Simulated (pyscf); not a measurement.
cyclic C₃H₅N (SMILES [CH]C1CN1) [singlet] → H₂C=NH + acetylene (HC≡CH) (cycloreversion; singlet surface; C–C, C–N broken, none formed). Structures and frequencies: ωB97X-D3(BJ)/def2-SVP in PySCF. MP2 and CC: frozen core, UHF for open shells. ΔMP2 is the change of the MP2 total energy from the triple- to the quadruple-zeta basis. Energies in kcal/mol from the reactant's lowest minimum found.

```tsv
level	barrier	reaction energy
r²SCAN/def2-TZVP	8.5	-32.1
B3LYP-D3(BJ)/def2-TZVP	8.5	-38.6
PBE0-D3(BJ)/def2-TZVP	13.9	-28.5
HF/def2-TZVP	(withheld)	-41.7
CCSD/def2-TZVPP	14.8	-40.3
CCSD(T)/def2-TZVPP	10.3	-40.0
CCSD(T)/def2-TZVPP + ΔMP2(QZVPP)	(withheld)	(withheld)
```

**Question.** Some entries are withheld; supply them.

**Answer.** 
- HF/def2-TZVP, barrier: 24.2
- CCSD(T)/def2-TZVPP + ΔMP2(QZVPP), barrier: 10.1
- CCSD(T)/def2-TZVPP + ΔMP2(QZVPP), reaction energy: -39.9

On the reactant side the descent ends in a point that may be a rotor saddle (no frequency run), 2.6 kcal/mol over the lowest minimum found and 14.6 kcal/mol under the saddle at ωB97X-D3(BJ)/def2-TZVP. On the product side the descent ends in a complex (not fully relaxed), 4.1 kcal/mol under the separated species and 53.7 kcal/mol under the saddle at ωB97X-D3(BJ)/def2-TZVP. At ωB97X-D3(BJ)/def2-TZVP the barrier from the zero used here is 17.1 kcal/mol. cyclic C₃H₅N (SMILES [CH]C1CN1) [singlet] lies 104.1 kcal/mol over its isomer H₃C–CH₂–C≡N (electronic energy, ωB97M-D3(BJ)/def2-TZVP). This is the saddle that the search found; another between the same sides may lie lower. The CCSD(T) − MP2 part came from Ansatz, without density fitting, on the same reference.
